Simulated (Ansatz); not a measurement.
For fluorite CeO2, r²SCAN (Ansatz, a quantum-chemistry and plane-wave program, PAW) gives:

```
Quantity                         Result
------------------------------  -------
equilibrium lattice constant a  5.437 Å
bulk modulus B0                 192 GPa
band gap at the measured cell   2.25 eV
```

Task: What does PBE0 in Ansatz (PAW) give for the same quantities?

Result: 
- lattice constant a: 5.396 Å (drops by 0.8 %)
- bulk modulus: 209 GPa (rises by 8.9 %)
- band gap at the measured cell: 4.36 eV (goes up by 2.11 eV)

For comparison: lattice constant a 5.391 Å (measured, 0 K, extrapolated to 0 K; as tabulated in Stimac et al. (2024), arXiv:2411.06536); bulk modulus 220 ± 9 GPa (measured, room temperature, no zero-point or thermal correction, our sources range from 220 to 230; as tabulated in High Pressure Brillouin Spectroscopy and X-ray Diffraction of Cerium Dioxide …); band gap 3 eV (measured, temperature not stated, not corrected to a static lattice, O 2p to Ce 4f, our sources range from 3.00 to 3.20; as tabulated in Tran et al. (2019), arXiv:1908.01820).

Changes are worked out from the printed values.

Unless a cell is named, each level is at its own relaxed cell (r²SCAN 13.39, PBE0 13.09 Å³/atom).

Levels without +SOC have no spin–orbit coupling; where heavier elements are present it shifts gaps, mostly down, and can invert bands. Density-functional gaps are differences of (generalised) Kohn–Sham levels.

The crystal itself was run without spin with r²SCAN, PBE0; a magnetic state was not tried in these runs.

Ansatz's density-functional and Hartree–Fock values are scalar-relativistic unless marked +SOC, with PAW data made under PBE.
